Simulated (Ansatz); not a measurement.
Predict the output of the script below (Ansatz's Python interface).

Script `conformers_c2h3no2.py`:
```python
'''Rank force-field conformers of C2H3NO2 by single points.'''

from dataclasses import dataclass

import ansatz as az
from rdkit import Chem
from rdkit.Chem import AllChem


@dataclass
class Settings:
    basis_set: str = '6-31G*'
    functional: str = 'HF'


cfg = Settings()

rd = Chem.AddHs(Chem.MolFromSmiles('N#COCO'))
ids = list(AllChem.EmbedMultipleConfs(rd, numConfs=20, randomSeed=667, pruneRmsThresh=0.4))
field = [energy for _, energy in AllChem.MMFFOptimizeMoleculeConfs(rd)]
distinct = {round(e, 2): i for i, e in zip(ids, field)}
chosen = sorted(distinct.items())[:3]
found = []
for force_field, index in chosen:
    c2h3no2 = az.Crystal.molecule()
    for atom, xyz in zip(rd.GetAtoms(), rd.GetConformer(index).GetPositions()):
        c2h3no2 = c2h3no2.atom(atom.GetSymbol(), xyz.round(5).tolist())
    job = c2h3no2.calculation()
    job = job.basis(gaussian=cfg.basis_set)
    job = job.functional(cfg.functional)
    found.append(job.run(threads=1, backend='cpu').report['free_energy_ev'])
print('conformer   MMFF (kcal/mol)   this level (eV)')
for (force_field, index), e in zip(chosen, found):
    print(f'{index:9d} {force_field - chosen[0][0]:17.2f} {(e - min(found)):17.3f}')
```

```console
$ python conformers_c2h3no2.py
conformer   MMFF (kcal/mol)   this level (eV)
        1              0.00             0.049
        2              1.79             0.000
```

The conformers keep their force-field geometries. Hardware and time: 1.4 s on 1 thread of Arm Neoverse V2, on a shared host, peak memory 0.24 GiB.
